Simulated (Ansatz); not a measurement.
## Property card for Ni7Ge4

Theory: DFT PBEsol, scalar-relativistic, plane waves, PAW in Ansatz.

Cutoff 420 eV; k points 12×12×4 on the computed 11-atom cell (Γ-centred); Gaussian smearing, width 0.10 eV; no spin polarisation.

The structure is relaxed at this level of theory with its symmetry kept. Whether it is the stable form of this composition wasn't checked.

Space group P-6m2 (No. 187). a = 3.930 Å, b = 3.930 Å, c = 9.877 Å, α = 90.00°, β = 90.00°, γ = 120.00°
```
atom site symmetry x y z
  Ni    2g       3m.  0.0000  0.0000  0.3735
  Ni    2g       3m.  0.0000  0.0000  0.8785
  Ni    1f      -6m2  0.6667  0.3333  0.5000
  Ni    2h       3m.  0.3333  0.6667  0.2455
  Ge    2i       3m.  0.6667  0.3333  0.2416
  Ge    1c      -6m2  0.3333  0.6667  0.0000
  Ge    1d      -6m2  0.3333  0.6667  0.5000
```

| Item | Value |
| --- | --- |
| Space group | P-6m2 (No. 187) |
| Volume per atom | 12.01 Å³ |
| Formation energy from the elements' standard states (uncorrected) | -0.324 eV/atom |
| Kohn–Sham band gap | none (metal) |
| Density of states at the Fermi level | 7.75 states/eV per cell |
| Löwdin character within 0.5 eV of the Fermi level | Ni 3d 69 %, Ge 4p 22 % |
| Bulk modulus | 184 GPa |
| Its pressure derivative | 4.8 |

A ferromagnetic start lost its moments in a first run, so spin was left out; other magnetic orders weren't tried.